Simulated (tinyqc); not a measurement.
Worked calculation (part 1 of 2): UHF in the sto-3g basis, for BH, spin multiplicity 3. Computed by tinyqc, a small Python program that keeps every step (integrals from PySCF). Settings: charge = 0, multiplicity = 3, basis = sto-3g, energy threshold = 1e-08, iteration cap = 62, orthogonalisation = symmetric, start = core, DIIS depth = 8, method = UHF. Command: `OMP_NUM_THREADS=1 python tinyqc.py 24400 24401 out.jsonl` (the two numbers bound the seeds that draw the settings). One thread of a shared host (Intel(R) Xeon(R) Processor @ 2.60GHz), about 0.2 s of CPU time with the checks. Later iterations appear only in the table of the cycle.

## One-electron integrals

Geometry (angstrom):
```
atom       x       y       z
B     0.0000  0.0000  0.0000
H     0.0000  0.0000  1.6270
```

Basis sto-3g: exponents (1/bohr^2) and contraction coefficients of normalised primitives:
```
element  l (shell)  exponent  coefficient
B            s (1)   48.7911       0.1543
B            s (1)    8.8874       0.5353
B            s (1)    2.4053       0.4446
B            s (2)    2.2370      -0.1000
B            s (2)    0.5198       0.3995
B            s (2)    0.1691       0.7001
B            p (3)    2.2370       0.1559
B            p (3)    0.5198       0.6077
B            p (3)    0.1691       0.3920
H            s (1)    3.4253       0.1543
H            s (1)    0.6239       0.5353
H            s (1)    0.1689       0.4446
```

Overlap, kinetic and nuclear-attraction integrals over the contracted functions; the nuclear repulsion is the sum of Za Zb / Rab.

nuclear repulsion = 1.626236 hartree

overlap S, order 1B 1s, 1B 2s, 1B 2px, 1B 2py, 1B 2pz, 2H 1s:
```
[[1.0000, 0.2693, 0.0000, 0.0000, 0.0000, 0.0251],
 [0.2693, 1.0000, 0.0000, 0.0000, 0.0000, 0.2790],
 [0.0000, 0.0000, 1.0000, 0.0000, 0.0000, 0.0000],
 [0.0000, 0.0000, 0.0000, 1.0000, 0.0000, 0.0000],
 [0.0000, 0.0000, 0.0000, 0.0000, 1.0000, 0.3274],
 [0.0251, 0.2790, 0.0000, 0.0000, 0.3274, 1.0000]]
```

kinetic energy T (hartree), order 1B 1s, 1B 2s, 1B 2px, 1B 2py, 1B 2pz, 2H 1s:
```
[[10.8263, -0.0480, 0.0000, 0.0000, 0.0000, -0.0072],
 [-0.0480, 0.3592, 0.0000, 0.0000, 0.0000, 0.0151],
 [0.0000, 0.0000, 1.1239, 0.0000, 0.0000, 0.0000],
 [0.0000, 0.0000, 0.0000, 1.1239, 0.0000, 0.0000],
 [0.0000, 0.0000, 0.0000, 0.0000, 1.1239, 0.0721],
 [-0.0072, 0.0151, 0.0000, 0.0000, 0.0721, 0.7600]]
```

nuclear attraction V (hartree), order 1B 1s, 1B 2s, 1B 2px, 1B 2py, 1B 2pz, 2H 1s:
```
[[-23.4726, -3.2270, 0.0000, 0.0000, -0.0099, -0.3023],
 [-3.2270, -4.0950, 0.0000, 0.0000, -0.0982, -0.9064],
 [0.0000, 0.0000, -4.0439, 0.0000, 0.0000, 0.0000],
 [0.0000, 0.0000, 0.0000, -4.0439, 0.0000, 0.0000],
 [-0.0099, -0.0982, 0.0000, 0.0000, -4.1059, -0.9974],
 [-0.3023, -0.9064, 0.0000, 0.0000, -0.9974, -2.8491]]
```

core Hamiltonian H = T + V (hartree), order 1B 1s, 1B 2s, 1B 2px, 1B 2py, 1B 2pz, 2H 1s:
```
[[-12.6463, -3.2749, 0.0000, 0.0000, -0.0099, -0.3095],
 [-3.2749, -3.7358, 0.0000, 0.0000, -0.0982, -0.8913],
 [0.0000, 0.0000, -2.9200, 0.0000, 0.0000, 0.0000],
 [0.0000, 0.0000, 0.0000, -2.9200, 0.0000, 0.0000],
 [-0.0099, -0.0982, 0.0000, 0.0000, -2.9820, -0.9252],
 [-0.3095, -0.8913, 0.0000, 0.0000, -0.9252, -2.0891]]
```

## Two-electron integrals

Functions are numbered as in S; the eight-fold symmetry (ij|kl) = (ji|kl) = (kl|ij) leaves the list below.

Two-electron integrals (ij|kl) in chemists' order, unique and non-zero (hartree):
```
(11|11) 2.9235   (21|11) 0.5184   (21|21) 0.1093   (22|11) 0.7442
(22|21) 0.1932   (22|22) 0.5448   (31|31) 0.0203   (32|31) 0.0300
(32|32) 0.1203   (33|11) 0.7425   (33|21) 0.1932   (33|22) 0.5447
(33|33) 0.5868   (41|41) 0.0203   (42|41) 0.0300   (42|42) 0.1203
(43|43) 0.0316   (44|11) 0.7425   (44|21) 0.1932   (44|22) 0.5447
(44|33) 0.5235   (44|44) 0.5868   (51|51) 0.0203   (52|51) 0.0300
(52|52) 0.1203   (53|53) 0.0316   (54|54) 0.0316   (55|11) 0.7425
(55|21) 0.1932   (55|22) 0.5447   (55|33) 0.5235   (55|44) 0.5235
(55|55) 0.5868   (61|11) 0.0481   (61|21) 0.0101   (61|22) 0.0179
(61|33) 0.0179   (61|44) 0.0179   (61|51) 0.0007   (61|52) 0.0013
(61|55) 0.0181   (61|61) 0.0010   (62|11) 0.1434   (62|21) 0.0380
(62|22) 0.1216   (62|33) 0.1179   (62|44) 0.1179   (62|51) 0.0041
(62|52) 0.0274   (62|55) 0.1289   (62|61) 0.0037   (62|62) 0.0419
(63|31) 0.0034   (63|32) 0.0167   (63|53) 0.0048   (63|63) 0.0040
(64|41) 0.0034   (64|42) 0.0167   (64|54) 0.0048   (64|64) 0.0040
(65|11) 0.1470   (65|21) 0.0394   (65|22) 0.1329   (65|33) 0.1261
(65|44) 0.1261   (65|51) 0.0069   (65|52) 0.0431   (65|55) 0.1462
(65|61) 0.0040   (65|62) 0.0531   (65|65) 0.0699   (66|11) 0.3244
(66|21) 0.0873   (66|22) 0.3175   (66|33) 0.3009   (66|44) 0.3009
(66|51) 0.0097   (66|52) 0.0893   (66|55) 0.3503   (66|61) 0.0087
(66|62) 0.1510   (66|65) 0.2059   (66|66) 0.7746
```

## Orthogonalisation

S = U s U^T; symmetric (Loewdin) form X = U s^(-1/2) U^T, so that X^T S X = 1.

eigenvalues of S: [0.5377, 0.8029, 1.0000, 1.0000, 1.1770, 1.4823]

X, order 1B 1s, 1B 2s, 1B 2px, 1B 2py, 1B 2pz, 2H 1s:
```
[[1.0296, -0.1463, 0.0000, 0.0000, -0.0058, 0.0196],
 [-0.1463, 1.0651, 0.0000, 0.0000, 0.0412, -0.1635],
 [0.0000, 0.0000, 1.0000, 0.0000, 0.0000, 0.0000],
 [0.0000, 0.0000, 0.0000, 1.0000, 0.0000, 0.0000],
 [-0.0058, 0.0412, 0.0000, 0.0000, 1.0467, -0.1862],
 [0.0196, -0.1635, 0.0000, 0.0000, -0.1862, 1.0814]]
```

## Starting guess

The start is the orbitals of the core Hamiltonian; D(s) = C_occ C_occ^T for each spin.

D(alpha) at the start, order 1B 1s, 1B 2s, 1B 2px, 1B 2py, 1B 2pz, 2H 1s:
```
[[1.0801, -0.2992, 0.0000, 0.0000, -0.0102, 0.0215],
 [-0.2992, 1.1156, 0.0000, 0.0000, 0.0442, -0.0720],
 [0.0000, 0.0000, 0.9040, 0.2946, 0.0000, 0.0000],
 [0.0000, 0.0000, 0.2946, 0.0960, 0.0000, 0.0000],
 [-0.0102, 0.0442, 0.0000, 0.0000, 1.0520, -0.0908],
 [0.0215, -0.0720, 0.0000, 0.0000, -0.0908, 0.0120]]
```

D(beta) at the start, order 1B 1s, 1B 2s, 1B 2px, 1B 2py, 1B 2pz, 2H 1s:
```
[[1.0640, -0.2363, 0.0000, 0.0000, -0.1226, 0.0270],
 [-0.2363, 0.8700, 0.0000, 0.0000, 0.4830, -0.0938],
 [0.0000, 0.0000, 0.0000, 0.0000, 0.0000, 0.0000],
 [0.0000, 0.0000, 0.0000, 0.0000, 0.0000, 0.0000],
 [-0.1226, 0.4830, 0.0000, 0.0000, 0.2682, -0.0520],
 [0.0270, -0.0938, 0.0000, 0.0000, -0.0520, 0.0101]]
```

## Iteration 1: building the Fock matrix

J_ij = sum D_kl (ij|kl) with D = D(alpha) + D(beta), K_ij = sum D_kl (ik|jl) for each spin; F = H + J - K(s); E = tr D H + tr D J / 2 - 0.5 sum_s tr D(s) K(s) + E_nn.

Coulomb J (hartree), order 1B 1s, 1B 2s, 1B 2px, 1B 2py, 1B 2pz, 2H 1s:
```
[[8.8361, 1.8055, 0.0000, 0.0000, 0.0232, 0.1686],
 [1.8055, 3.6649, 0.0000, 0.0000, 0.0996, 0.7988],
 [0.0000, 0.0000, 3.6717, 0.0186, 0.0000, 0.0000],
 [0.0000, 0.0000, 0.0186, 3.6206, 0.0000, 0.0000],
 [0.0232, 0.0996, 0.0000, 0.0000, 3.6898, 0.8671],
 [0.1686, 0.7988, 0.0000, 0.0000, 0.8671, 1.9965]]
```

exchange K(alpha) (hartree), order 1B 1s, 1B 2s, 1B 2px, 1B 2py, 1B 2pz, 2H 1s:
```
[[3.0115, 0.5804, 0.0000, 0.0000, 0.0001, 0.0586],
 [0.5804, 0.8368, 0.0000, 0.0000, 0.0015, 0.1636],
 [0.0000, 0.0000, 0.7019, 0.1635, 0.0000, 0.0000],
 [0.0000, 0.0000, 0.1635, 0.2533, 0.0000, 0.0000],
 [0.0001, 0.0015, 0.0000, 0.0000, 0.7555, 0.1501],
 [0.0586, 0.1636, 0.0000, 0.0000, 0.1501, 0.0782]]
```

exchange K(beta) (hartree), order 1B 1s, 1B 2s, 1B 2px, 1B 2py, 1B 2pz, 2H 1s:
```
[[2.9668, 0.5247, 0.0000, 0.0000, 0.0132, 0.0522],
 [0.5247, 0.5080, 0.0000, 0.0000, 0.2716, 0.1502],
 [0.0000, 0.0000, 0.1172, 0.0000, 0.0000, 0.0000],
 [0.0000, 0.0000, 0.0000, 0.1172, 0.0000, 0.0000],
 [0.0132, 0.2716, 0.0000, 0.0000, 0.2472, 0.1098],
 [0.0522, 0.1502, 0.0000, 0.0000, 0.1098, 0.0633]]
```

F(alpha) (hartree), order 1B 1s, 1B 2s, 1B 2px, 1B 2py, 1B 2pz, 2H 1s:
```
[[-6.8218, -2.0499, 0.0000, 0.0000, 0.0132, -0.1995],
 [-2.0499, -0.9078, 0.0000, 0.0000, -0.0001, -0.2561],
 [0.0000, 0.0000, 0.0498, -0.1449, 0.0000, 0.0000],
 [0.0000, 0.0000, -0.1449, 0.4473, 0.0000, 0.0000],
 [0.0132, -0.0001, 0.0000, 0.0000, -0.0478, -0.2082],
 [-0.1995, -0.2561, 0.0000, 0.0000, -0.2082, -0.1707]]
```

F(beta) (hartree), order 1B 1s, 1B 2s, 1B 2px, 1B 2py, 1B 2pz, 2H 1s:
```
[[-6.7771, -1.9941, 0.0000, 0.0000, 0.0001, -0.1931],
 [-1.9941, -0.5790, 0.0000, 0.0000, -0.2702, -0.2428],
 [0.0000, 0.0000, 0.6345, 0.0186, 0.0000, 0.0000],
 [0.0000, 0.0000, 0.0186, 0.5834, 0.0000, 0.0000],
 [0.0001, -0.2702, 0.0000, 0.0000, 0.4605, -0.1679],
 [-0.1931, -0.2428, 0.0000, 0.0000, -0.1679, -0.1559]]
```

total energy of this density = -24.122411 hartree

## Iteration 1: diagonalisation and new density

Diagonalise F' = X^T F X, C = X C', fill 4 alpha and 2 beta electrons from the bottom; D(s) = C_occ C_occ^T. Each column has its largest component positive (the first on a tie).

F' = X^T F X (alpha) (hartree):
```
[[-6.6396, -1.0994, 0.0000, 0.0000, -0.0007, 0.0062],
 [-1.0994, -0.4594, 0.0000, 0.0000, 0.0541, -0.1685],
 [0.0000, 0.0000, 0.0498, -0.1449, 0.0000, 0.0000],
 [0.0000, 0.0000, -0.1449, 0.4473, 0.0000, 0.0000],
 [-0.0007, 0.0541, 0.0000, 0.0000, 0.0255, -0.2128],
 [0.0062, -0.1685, 0.0000, 0.0000, -0.2128, -0.0492]]
```

orbital energies (alpha) (hartree): [-6.8295, -0.3698, -0.1719, 0.0026, 0.2483, 0.4945]

coefficients C (alpha), order 1B 1s, 1B 2s, 1B 2px, 1B 2py, 1B 2pz, 2H 1s:
```
[[0.9897, -0.2524, 0.1660, 0.0000, 0.1049, 0.0000],
 [0.0365, 0.7946, -0.5969, 0.0000, -0.4420, 0.0000],
 [0.0000, 0.0000, 0.0000, 0.9508, 0.0000, -0.3098],
 [0.0000, 0.0000, 0.0000, 0.3098, 0.0000, 0.9508],
 [-0.0005, 0.1253, 0.6082, 0.0000, -0.8639, 0.0000],
 [-0.0047, 0.4240, 0.5118, 0.0000, 0.8885, 0.0000]]
```

F' = X^T F X (beta) (hartree):
```
[[-6.6021, -1.0928, 0.0000, 0.0000, 0.0236, 0.0058],
 [-1.0928, -0.1300, 0.0000, 0.0000, -0.2190, -0.1572],
 [0.0000, 0.0000, 0.6345, 0.0186, 0.0000, 0.0000],
 [0.0000, 0.0000, 0.0186, 0.5834, 0.0000, 0.0000],
 [0.0236, -0.2190, 0.0000, 0.0000, 0.5443, -0.2211],
 [0.0058, -0.1572, 0.0000, 0.0000, -0.2211, -0.0428]]
```

orbital energies (beta) (hartree): [-6.7817, -0.2761, 0.1633, 0.5774, 0.6406, 0.6639]

coefficients C (beta), order 1B 1s, 1B 2s, 1B 2px, 1B 2py, 1B 2pz, 2H 1s:
```
[[0.9922, -0.1735, -0.2482, 0.0000, 0.0000, 0.0748],
 [0.0280, 0.5270, 0.9261, 0.0000, 0.0000, -0.2197],
 [0.0000, 0.0000, 0.0000, -0.3098, 0.9508, 0.0000],
 [0.0000, 0.0000, 0.0000, 0.9508, 0.3098, 0.0000],
 [0.0022, 0.2590, 0.2196, 0.0000, 0.0000, 1.0083],
 [-0.0042, 0.6246, -0.8354, 0.0000, 0.0000, -0.3783]]
```

D(alpha) after iteration 1, order 1B 1s, 1B 2s, 1B 2px, 1B 2py, 1B 2pz, 2H 1s:
```
[[1.0708, -0.2636, 0.0000, 0.0000, 0.0688, -0.0267],
 [-0.2636, 0.9890, 0.0000, 0.0000, -0.2635, 0.0312],
 [0.0000, 0.0000, 0.9040, 0.2946, 0.0000, 0.0000],
 [0.0000, 0.0000, 0.2946, 0.0960, 0.0000, 0.0000],
 [0.0688, -0.2635, 0.0000, 0.0000, 0.3856, 0.3644],
 [-0.0267, 0.0312, 0.0000, 0.0000, 0.3644, 0.4418]]
```

D(beta) after iteration 1, order 1B 1s, 1B 2s, 1B 2px, 1B 2py, 1B 2pz, 2H 1s:
```
[[1.0146, -0.0636, 0.0000, 0.0000, -0.0427, -0.1126],
 [-0.0636, 0.2785, 0.0000, 0.0000, 0.1366, 0.3290],
 [0.0000, 0.0000, 0.0000, 0.0000, 0.0000, 0.0000],
 [0.0000, 0.0000, 0.0000, 0.0000, 0.0000, 0.0000],
 [-0.0427, 0.1366, 0.0000, 0.0000, 0.0671, 0.1618],
 [-0.1126, 0.3290, 0.0000, 0.0000, 0.1618, 0.3902]]
```

## Iteration 2: building the Fock matrix

As before.

Coulomb J (hartree), order 1B 1s, 1B 2s, 1B 2px, 1B 2py, 1B 2pz, 2H 1s:
```
[[8.2940, 1.6737, 0.0000, 0.0000, 0.0115, 0.1559],
 [1.6737, 3.3941, 0.0000, 0.0000, 0.1101, 0.8085],
 [0.0000, 0.0000, 3.3931, 0.0186, 0.0000, 0.0000],
 [0.0000, 0.0000, 0.0186, 3.3420, 0.0000, 0.0000],
 [0.0115, 0.1101, 0.0000, 0.0000, 3.4346, 0.9130],
 [0.1559, 0.8085, 0.0000, 0.0000, 0.9130, 2.4266]]
```

exchange K(alpha) (hartree), order 1B 1s, 1B 2s, 1B 2px, 1B 2py, 1B 2pz, 2H 1s:
```
[[2.9924, 0.5640, 0.0000, 0.0000, 0.0019, 0.0562],
 [0.5640, 0.7648, 0.0000, 0.0000, -0.0699, 0.2377],
 [0.0000, 0.0000, 0.6767, 0.1635, 0.0000, 0.0000],
 [0.0000, 0.0000, 0.1635, 0.2281, 0.0000, 0.0000],
 [0.0019, -0.0699, 0.0000, 0.0000, 0.5226, 0.2922],
 [0.0562, 0.2377, 0.0000, 0.0000, 0.2922, 0.5452]]
```

exchange K(beta) (hartree), order 1B 1s, 1B 2s, 1B 2px, 1B 2py, 1B 2pz, 2H 1s:
```
[[2.9284, 0.5309, 0.0000, 0.0000, 0.0003, 0.0486],
 [0.5309, 0.3428, 0.0000, 0.0000, 0.1777, 0.2536],
 [0.0000, 0.0000, 0.0657, 0.0000, 0.0000, 0.0000],
 [0.0000, 0.0000, 0.0000, 0.0657, 0.0000, 0.0000],
 [0.0003, 0.1777, 0.0000, 0.0000, 0.1910, 0.2339],
 [0.0486, 0.2536, 0.0000, 0.0000, 0.2339, 0.4973]]
```

F(alpha) (hartree), order 1B 1s, 1B 2s, 1B 2px, 1B 2py, 1B 2pz, 2H 1s:
```
[[-7.3448, -2.1653, 0.0000, 0.0000, -0.0003, -0.2098],
 [-2.1653, -1.1066, 0.0000, 0.0000, 0.0817, -0.3205],
 [0.0000, 0.0000, -0.2036, -0.1449, 0.0000, 0.0000],
 [0.0000, 0.0000, -0.1449, 0.1939, 0.0000, 0.0000],
 [-0.0003, 0.0817, 0.0000, 0.0000, -0.0701, -0.3045],
 [-0.2098, -0.3205, 0.0000, 0.0000, -0.3045, -0.2076]]
```

F(beta) (hartree), order 1B 1s, 1B 2s, 1B 2px, 1B 2py, 1B 2pz, 2H 1s:
```
[[-7.2808, -2.1321, 0.0000, 0.0000, 0.0013, -0.2022],
 [-2.1321, -0.6846, 0.0000, 0.0000, -0.1658, -0.3364],
 [0.0000, 0.0000, 0.4074, 0.0186, 0.0000, 0.0000],
 [0.0000, 0.0000, 0.0186, 0.3563, 0.0000, 0.0000],
 [0.0013, -0.1658, 0.0000, 0.0000, 0.2615, -0.2461],
 [-0.2022, -0.3364, 0.0000, 0.0000, -0.2461, -0.1597]]
```

total energy of this density = -24.669520 hartree

## Iteration 2: DIIS over 2 matrices

error matrix X^T (FDS - SDF) X (alpha):
```
[[0.0000, -0.0009, 0.0000, 0.0000, 0.0001, -0.0004],
 [0.0009, 0.0000, 0.0000, 0.0000, -0.0152, 0.0162],
 [0.0000, 0.0000, 0.0000, 0.0000, 0.0000, 0.0000],
 [0.0000, 0.0000, 0.0000, 0.0000, 0.0000, 0.0000],
 [-0.0001, 0.0152, 0.0000, 0.0000, 0.0000, 0.0045],
 [0.0004, -0.0162, 0.0000, 0.0000, -0.0045, 0.0000]]
```

B (overlaps of the stored error matrices):
```
[[3.0849831e-01, -4.5135093e-04],
 [-4.5135093e-04, 1.4603440e-03]]
```

Minimise |sum c_i e_i|^2 with sum c_i = 1: solve [B -1; -1 0][c; lambda] = [0; -1] with B_ij = tr e_i^T e_j summed over both spins, and take F = sum c_i F_i.

DIIS coefficients: [0.0061, 0.9939]

extrapolated F(alpha) (hartree), order 1B 1s, 1B 2s, 1B 2px, 1B 2py, 1B 2pz, 2H 1s:
```
[[-7.3416, -2.1645, 0.0000, 0.0000, -0.0002, -0.2098],
 [-2.1645, -1.1054, 0.0000, 0.0000, 0.0812, -0.3201],
 [0.0000, 0.0000, -0.2020, -0.1449, 0.0000, 0.0000],
 [0.0000, 0.0000, -0.1449, 0.1954, 0.0000, 0.0000],
 [-0.0002, 0.0812, 0.0000, 0.0000, -0.0699, -0.3039],
 [-0.2098, -0.3201, 0.0000, 0.0000, -0.3039, -0.2074]]
```

extrapolated F(beta) (hartree), order 1B 1s, 1B 2s, 1B 2px, 1B 2py, 1B 2pz, 2H 1s:
```
[[-7.2777, -2.1313, 0.0000, 0.0000, 0.0013, -0.2021],
 [-2.1313, -0.6839, 0.0000, 0.0000, -0.1664, -0.3358],
 [0.0000, 0.0000, 0.4088, 0.0186, 0.0000, 0.0000],
 [0.0000, 0.0000, 0.0186, 0.3577, 0.0000, 0.0000],
 [0.0013, -0.1664, 0.0000, 0.0000, 0.2627, -0.2456],
 [-0.2021, -0.3358, 0.0000, 0.0000, -0.2456, -0.1597]]
```

## Iteration 2: diagonalisation and new density

As before.

F' = X^T F X (alpha) (hartree):
```
[[-7.1600, -1.1212, 0.0000, 0.0000, -0.0299, 0.0145],
 [-1.1212, -0.6296, 0.0000, 0.0000, 0.1672, -0.2291],
 [0.0000, 0.0000, -0.2020, -0.1449, 0.0000, 0.0000],
 [0.0000, 0.0000, -0.1449, 0.1954, 0.0000, 0.0000],
 [-0.0299, 0.1672, 0.0000, 0.0000, 0.0450, -0.3311],
 [0.0145, -0.2291, 0.0000, 0.0000, -0.3311, -0.0319]]
```

orbital energies (alpha) (hartree): [-7.3472, -0.5454, -0.3133, -0.2492, 0.2427, 0.4295]

coefficients C (alpha), order 1B 1s, 1B 2s, 1B 2px, 1B 2py, 1B 2pz, 2H 1s:
```
[[0.9914, -0.2839, 0.0771, 0.0000, 0.0000, 0.1110],
 [0.0306, 0.9305, -0.3204, 0.0000, 0.0000, -0.4637],
 [0.0000, 0.0000, 0.0000, 0.9508, -0.3098, 0.0000],
 [0.0000, 0.0000, 0.0000, 0.3098, 0.9508, 0.0000],
 [0.0009, -0.0895, 0.6178, 0.0000, 0.0000, -0.8616],
 [-0.0042, 0.2644, 0.6175, 0.0000, 0.0000, 0.8832]]
```

F' = X^T F X (beta) (hartree):
```
[[-7.0933, -1.1584, 0.0000, 0.0000, 0.0054, 0.0248],
 [-1.1584, -0.1753, 0.0000, 0.0000, -0.0827, -0.2767],
 [0.0000, 0.0000, 0.4088, 0.0186, 0.0000, 0.0000],
 [0.0000, 0.0000, 0.0186, 0.3577, 0.0000, 0.0000],
 [0.0054, -0.0827, 0.0000, 0.0000, 0.3680, -0.2973],
 [0.0248, -0.2767, 0.0000, 0.0000, -0.2973, 0.0139]]
```

orbital energies (beta) (hartree): [-7.2822, -0.3664, 0.2148, 0.3516, 0.4149, 0.5471]

coefficients C (beta), order 1B 1s, 1B 2s, 1B 2px, 1B 2py, 1B 2pz, 2H 1s:
```
[[0.9926, -0.1764, -0.2480, 0.0000, 0.0000, -0.0623],
 [0.0267, 0.5422, 0.8984, 0.0000, 0.0000, 0.2870],
 [0.0000, 0.0000, 0.0000, -0.3098, 0.9508, 0.0000],
 [0.0000, 0.0000, 0.0000, 0.9508, 0.3098, 0.0000],
 [0.0016, 0.2654, -0.3393, 0.0000, 0.0000, 0.9728],
 [-0.0041, 0.6092, -0.5258, 0.0000, 0.0000, -0.7640]]
```

D(alpha) after iteration 2, order 1B 1s, 1B 2s, 1B 2px, 1B 2py, 1B 2pz, 2H 1s:
```
[[1.0695, -0.2584, 0.0000, 0.0000, 0.0739, -0.0316],
 [-0.2584, 0.9693, 0.0000, 0.0000, -0.2811, 0.0480],
 [0.0000, 0.0000, 0.9040, 0.2946, 0.0000, 0.0000],
 [0.0000, 0.0000, 0.2946, 0.0960, 0.0000, 0.0000],
 [0.0739, -0.2811, 0.0000, 0.0000, 0.3896, 0.3578],
 [-0.0316, 0.0480, 0.0000, 0.0000, 0.3578, 0.4512]]
```

D(beta) after iteration 2, order 1B 1s, 1B 2s, 1B 2px, 1B 2py, 1B 2pz, 2H 1s:
```
[[1.0164, -0.0692, 0.0000, 0.0000, -0.0453, -0.1116],
 [-0.0692, 0.2947, 0.0000, 0.0000, 0.1440, 0.3302],
 [0.0000, 0.0000, 0.0000, 0.0000, 0.0000, 0.0000],
 [0.0000, 0.0000, 0.0000, 0.0000, 0.0000, 0.0000],
 [-0.0453, 0.1440, 0.0000, 0.0000, 0.0705, 0.1617],
 [-0.1116, 0.3302, 0.0000, 0.0000, 0.1617, 0.3711]]
```

## Iteration 11 (converged): orbitals

converged F(alpha) (hartree), order 1B 1s, 1B 2s, 1B 2px, 1B 2py, 1B 2pz, 2H 1s:
```
[[-7.3257, -2.1596, 0.0000, 0.0000, -0.0009, -0.2087],
 [-2.1596, -1.0760, 0.0000, 0.0000, 0.1112, -0.3201],
 [0.0000, 0.0000, -0.1888, -0.1449, 0.0000, 0.0000],
 [0.0000, 0.0000, -0.1449, 0.2086, 0.0000, 0.0000],
 [-0.0009, 0.1112, 0.0000, 0.0000, -0.0053, -0.2988],
 [-0.2087, -0.3201, 0.0000, 0.0000, -0.2988, -0.3177]]
```

converged F(beta) (hartree), order 1B 1s, 1B 2s, 1B 2px, 1B 2py, 1B 2pz, 2H 1s:
```
[[-7.2765, -2.1273, 0.0000, 0.0000, 0.0006, -0.2017],
 [-2.1273, -0.7497, 0.0000, 0.0000, -0.1949, -0.3372],
 [0.0000, 0.0000, 0.3974, 0.0186, 0.0000, 0.0000],
 [0.0000, 0.0000, 0.0186, 0.3463, 0.0000, 0.0000],
 [0.0006, -0.1949, 0.0000, 0.0000, 0.2498, -0.2242],
 [-0.2017, -0.3372, 0.0000, 0.0000, -0.2242, -0.0520]]
```

As before.

F' = X^T F X (alpha) (hartree):
```
[[-7.1440, -1.1229, 0.0000, 0.0000, -0.0354, 0.0146],
 [-1.1229, -0.5976, 0.0000, 0.0000, 0.2006, -0.2211],
 [0.0000, 0.0000, -0.1888, -0.1449, 0.0000, 0.0000],
 [0.0000, 0.0000, -0.1449, 0.2086, 0.0000, 0.0000],
 [-0.0354, 0.2006, 0.0000, 0.0000, 0.1127, -0.3212],
 [0.0146, -0.2211, 0.0000, 0.0000, -0.3212, -0.1579]]
```

orbital energies (alpha) (hartree): [-7.3313, -0.5388, -0.3448, -0.2361, 0.2558, 0.4281]

coefficients C (alpha), order 1B 1s, 1B 2s, 1B 2px, 1B 2py, 1B 2pz, 2H 1s:
```
[[0.9915, -0.2678, 0.1150, 0.0000, 0.0000, -0.1175],
 [0.0305, 0.8658, -0.4549, 0.0000, 0.0000, 0.4764],
 [0.0000, 0.0000, 0.0000, 0.9508, -0.3098, 0.0000],
 [0.0000, 0.0000, 0.0000, 0.3098, 0.9508, 0.0000],
 [0.0009, -0.0947, 0.5241, 0.0000, 0.0000, 0.9211],
 [-0.0043, 0.3760, 0.6843, 0.0000, 0.0000, -0.7884]]
```

F' = X^T F X (beta) (hartree):
```
[[-7.0946, -1.1439, 0.0000, 0.0000, 0.0095, 0.0246],
 [-1.1439, -0.2506, 0.0000, 0.0000, -0.1180, -0.2784],
 [0.0000, 0.0000, 0.3974, 0.0186, 0.0000, 0.0000],
 [0.0000, 0.0000, 0.0186, 0.3463, 0.0000, 0.0000],
 [0.0095, -0.1180, 0.0000, 0.0000, 0.3467, -0.2861],
 [0.0246, -0.2784, 0.0000, 0.0000, -0.2861, 0.1278]]
```

orbital energies (beta) (hartree): [-7.2808, -0.3653, 0.2240, 0.3402, 0.4035, 0.5514]

coefficients C (beta), order 1B 1s, 1B 2s, 1B 2px, 1B 2py, 1B 2pz, 2H 1s:
```
[[0.9927, -0.2111, -0.2208, 0.0000, 0.0000, -0.0552],
 [0.0264, 0.6742, 0.8106, 0.0000, 0.0000, 0.2684],
 [0.0000, 0.0000, 0.0000, -0.3098, 0.9508, 0.0000],
 [0.0000, 0.0000, 0.0000, 0.9508, 0.3098, 0.0000],
 [0.0018, 0.2946, -0.4093, 0.0000, 0.0000, 0.9369],
 [-0.0041, 0.4749, -0.5668, 0.0000, 0.0000, -0.8273]]
```

D(alpha) after iteration 11, order 1B 1s, 1B 2s, 1B 2px, 1B 2py, 1B 2pz, 2H 1s:
```
[[1.0680, -0.2539, 0.0000, 0.0000, 0.0865, -0.0262],
 [-0.2539, 0.9574, 0.0000, 0.0000, -0.3204, 0.0141],
 [0.0000, 0.0000, 0.9040, 0.2946, 0.0000, 0.0000],
 [0.0000, 0.0000, 0.2946, 0.0960, 0.0000, 0.0000],
 [0.0865, -0.3204, 0.0000, 0.0000, 0.2837, 0.3230],
 [-0.0262, 0.0141, 0.0000, 0.0000, 0.3230, 0.6096]]
```

D(beta) after iteration 11, order 1B 1s, 1B 2s, 1B 2px, 1B 2py, 1B 2pz, 2H 1s:
```
[[1.0300, -0.1161, 0.0000, 0.0000, -0.0604, -0.1043],
 [-0.1161, 0.4552, 0.0000, 0.0000, 0.1986, 0.3201],
 [0.0000, 0.0000, 0.0000, 0.0000, 0.0000, 0.0000],
 [0.0000, 0.0000, 0.0000, 0.0000, 0.0000, 0.0000],
 [-0.0604, 0.1986, 0.0000, 0.0000, 0.0868, 0.1399],
 [-0.1043, 0.3201, 0.0000, 0.0000, 0.1399, 0.2256]]
```
